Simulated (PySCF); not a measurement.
BH5SSi.
Bonds: B1–S2, S2–Si3. Hydrogens: H4, H5 on B1; H6, H7, H8 on Si3.

Method: PBE0-D3(BJ)/def2-SVP geometry optimisation, gas phase in PySCF.

Give the optimised bond lengths and angles.

```tsv
bond	length (pm)
B1–S2	178.0
S2–Si3	217.1
B1–H4, B1–H5	120.6
Si3–H6, Si3–H7, Si3–H8	149.0
```

Bonds in one row agree within 1 pm and their mean is given. A selection of angles:
```tsv
angle	degrees
S2–B1–H4	121.6
S2–B1–H5	116.5
H4–B1–H5	122.0
B1–S2–Si3	100.1
S2–Si3–H6	109.9
S2–Si3–H8	106.9
H6–Si3–H7	110.0
```

Si3 (SiH3 silicon) is tetrahedral (angles from 106.9° to 110.1°). B1 (three-coordinate boron) is planar (angles 122.0°, 121.6° and 116.5°, sum 360.0°, 0.00 Å off the plane of its three neighbours).

Point group: Cs (every atom within 0.08 Å of its image). Not checked by PBE0-D3(BJ)/def2-SVP frequencies. The numbers are those of one conformer (H–B1–S2–Si3 0° and 180°).

The run took 8.2 s wall on Arm Neoverse V1, one thread, no GPU (shared host). These figures are those of the optimisation.
